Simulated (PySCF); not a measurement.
Molecule (SMILES): OO (H2O2).
Geometry (B3LYP-D3(BJ)/def2-TZVP, fixed):
```
O
H 1 0.9680
O 1 1.4504 2 100.54
H 3 0.9680 1 100.54 2 115.91
```

Basis-set convergence of the lowest singlet excitation energy at PBE with PySCF. Tamm-Dancoff approximation; the state is taken by its order, and sets in which it differs in degeneracy or brightness are left out, yet its character can still change. All functions are spherical. Density fitting with generated auxiliary sets. No added dispersion term, no relativity. Reference: the value in d-aug-cc-pVTZ, 5.476 eV, itself unsure by roughly 0.009 eV (its mean distance from aug-pcseg-2, aug-cc-pVTZ). Deviations are taken from unrounded values. Cost is core time over that of def2-SVPD, rough, on shared machines of one kind.

```
basis              functions  lowest singlet excitation energy (eV)  minus reference (eV)  cost
-----------------  ---------  -------------------------------------  --------------------  ----
def2-SVPD                 62                                  5.628                 0.152    1×
aug-cc-pVDZ               64                                  5.437                -0.039    1×
aug-pcseg-1               64                                  5.453                -0.023    1×
6-311++G(2d,2p)           74                                  5.487                 0.011    1×
pcseg-2                   88                                  5.645                 0.169    1×
def2-TZVPD                98                                  5.507                 0.031    2×
jun-cc-pV(T+d)Z          106                                  5.537                 0.061    3×
6-311++G(3df,3pd)        114                                  5.517                 0.041    2×
aug-cc-pVTZ              138                                  5.483                 0.007    4×
aug-pcseg-2              138                                  5.487                 0.011    3×
pcseg-3                  186                                  5.551                 0.075    5×
d-aug-cc-pVTZ            188                                  5.476                 0.000    6×
def2-QZVPPD              198                                  5.497                 0.021    6×
```
